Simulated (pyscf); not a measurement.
Structures and frequencies: ωB97X-D3(BJ)/def2-SVP in PySCF.

**Question.** `[CH2]1[CH2][CH2][O][CH2]1` → `[CH3][CH2][CH2][CH]=[O]`
Surface: singlet. Broken: C–O, C–H. Formed: C–H. Give ΔE‡ and ΔE from ωB97M-D3(BJ)/def2-TZVP, relative to the reactant's lowest minimum found.

**Answer.** ΔE‡ = 101.4 kcal/mol, ΔE = -5.5 kcal/mol. Zero-point energy shifts the barrier by -5.0 kcal/mol. It is a rearrangement, with an imaginary mode of 824i cm⁻¹. From the product side, •H₂C–CH=O + •H₂C–CH₃ lies, by one bond made or cut, 19.8 kcal/mol under this saddle at ωB97M-D3(BJ)/def2-TZVP. cyclic C₄H₈O (SMILES C1CCOC1) lies 11.6 kcal/mol over its isomer H₃C–CH₂–C(CH₃)=O (electronic energy, ωB97M-D3(BJ)/def2-TZVP). H₃C–CH₂–CH₂–CH=O lies 6.1 kcal/mol over its isomer H₃C–CH₂–C(CH₃)=O (electronic energy, ωB97M-D3(BJ)/def2-TZVP). This is the saddle that the search found; another between the same sides may lie lower. One closed-shell reference is unstable to symmetry breaking; treat the single-reference values with care.
